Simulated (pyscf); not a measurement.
PySCF, gas phase, ωB97X-D3(BJ)/def2-SVP geometries.

**Question.** Estimate by transition-state theory the rate constant of H₂N–GaH₂ + H• → •HN–GaH₂ + H₂ (doublet surface; H–N broken, H–H formed) at 298 K, with ωB97M-D3(BJ)/def2-TZVP energies (ideal gas, 1 atm, RRHO with modes under 100 cm⁻¹ raised to 100, one conformer, R ln 2 for chiral ones without a mode under 150 cm⁻¹; no tunnelling).

**Answer.** The electronic barrier is 18.5 kcal/mol and the thermal terms add +3.6, so ΔG‡ = 22.1 kcal/mol. With k_BT/h = 6.21e+12 s⁻¹ and RT = 0.592 kcal/mol, and a volume of 4.06e-20 cm³ per molecule at 1 atm, k = 1.7e-23 cm³ molecule⁻¹ s⁻¹. Wigner's tunnelling factor for 1032i cm⁻¹ would be 2.03, likely too low at so high a frequency. A shift of 1 kcal/mol in the barrier changes k by a factor 5.4. •HN–GaH₂ lies 34.2 kcal/mol over its isomer [H₂N–GaH]• (electronic energy, ωB97M-D3(BJ)/def2-TZVP). This is the saddle that the search found; another between the same sides may lie lower. The angle at the transferred H is 158°. Elements up to Kr have no core potential and no relativistic terms here.
